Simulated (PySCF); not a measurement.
**How methods differ on the ionisation energy of Al**

Al [Ne] 3s2 3p1 (2P) → Al⁺ [Ne] 3s2 (1S), as a difference of total energies. All numbers are calculated (PySCF 2.14, the non-relativistic Hamiltonian (point nucleus), in def2-TZVP (5s5p2d1f, 37 functions)). Correlated levels: valence: [Ne] frozen. The calculations carry no spin-orbit coupling.

```
           method  ionisation energy (eV)
              UHF                   5.595
            B3LYP                   6.013
             MN15                   5.684
    MP2 (valence)                   5.805
SCS-MP2 (valence)                   5.789
   CCSD (valence)                   5.895
CCSD(T) (valence)                   5.925
```

How much does correlation contribute at CCSD(T) (valence)?

5.925 − (5.595) = 0.330 eV, measured against UHF.

Errors of the correlated levels include the incompleteness of this basis and the frozen core.

For comparison: 5.977 eV (measured; NIST levels, between the centres of gravity of the two terms).
